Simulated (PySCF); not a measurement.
**`InChI=1S/C4H9FO/c1-3(5)4(2)6/h3-4,6H,1-2H3/t3-,4-/m1/s1`**

Molfile (atoms numbered from 1):
```
C4H9FO
     RDKit          3D

 15 14  0  0  0  0  0  0  0  0999 V2000
    1.0343   -0.9313    0.9737 C   0  0  0  0  0  0  0  0  0  0  0  0
    0.6344    0.4467    0.4639 C   0  0  1  0  0  0  0  0  0  0  0  0
    1.8072    1.1010    0.0363 O   0  0  0  0  0  0  0  0  0  0  0  0
   -0.3714    0.3592   -0.6947 C   0  0  1  0  0  0  0  0  0  0  0  0
   -1.6890   -0.2998   -0.3326 C   0  0  0  0  0  0  0  0  0  0  0  0
   -0.6289    1.6655   -1.1040 F   0  0  0  0  0  0  0  0  0  0  0  0
    0.1958   -1.4264    1.4521 H   0  0  0  0  0  0  0  0  0  0  0  0
    1.3976   -1.5394    0.1495 H   0  0  0  0  0  0  0  0  0  0  0  0
    1.8379   -0.8157    1.6950 H   0  0  0  0  0  0  0  0  0  0  0  0
    0.1643    1.0242    1.2784 H   0  0  0  0  0  0  0  0  0  0  0  0
    1.5562    1.9230   -0.4025 H   0  0  0  0  0  0  0  0  0  0  0  0
    0.0983   -0.1272   -1.5590 H   0  0  0  0  0  0  0  0  0  0  0  0
   -2.1007    0.1537    0.5660 H   0  0  0  0  0  0  0  0  0  0  0  0
   -1.5435   -1.3620   -0.1673 H   0  0  0  0  0  0  0  0  0  0  0  0
   -2.3969   -0.1635   -1.1464 H   0  0  0  0  0  0  0  0  0  0  0  0
  1  2  1  0
  2  3  1  0
  2  4  1  0
  4  5  1  0
  4  6  1  0
  1  7  1  0
  1  8  1  0
  1  9  1  0
  2 10  1  1
  3 11  1  0
  4 12  1  6
  5 13  1  0
  5 14  1  0
  5 15  1  0
M  END
```

Theory: TDDFT wB97X-D/def2-SVPD circular dichroism and optical rotation, one conformer, gas phase in PySCF. Geometry: GFN2-xTB.

The molecule is flexible and this is one conformer; a measurement averages over conformers.

Question: Draw the ECD and absorption spectra from the lowest 8 states, each a Gaussian of half-width 0.3 eV at 1/e height.

Answer: 
| E (eV) | λ (nm) | Δε (L mol⁻¹ cm⁻¹) | ε (L mol⁻¹ cm⁻¹) |
| --- | --- | --- | --- |
| 7.28 | 170 | +0.49 | 31.5 |
| 7.43 | 167 | +2.00 | 130 |
| 7.58 | 164 | +5.01 | 324 |
| 7.73 | 160 | +7.59 | 492 |
| 7.88 | 157 | +6.97 | 458 |
| 8.03 | 154 | +3.81 | 294 |
| 8.18 | 152 | +0.89 | 310 |
| 8.33 | 149 | -0.99 | 805 |
| 8.48 | 146 | -2.15 | 1880 |
| 8.63 | 144 | -2.19 | 3120 |
| 8.78 | 141 | -1.47 | 3760 |
| 8.93 | 139 | -2.00 | 3530 |
| 9.08 | 137 | -5.43 | 2920 |
| 9.23 | 134 | -10.56 | 2260 |
| 9.38 | 132 | -12.52 | 1540 |
| 9.53 | 130 | -7.19 | 1050 |
| 9.68 | 128 | +3.19 | 974 |

Δε uses R in velocity form, ε uses f in length form. Only the states computed contribute, so the short-wavelength end is incomplete.
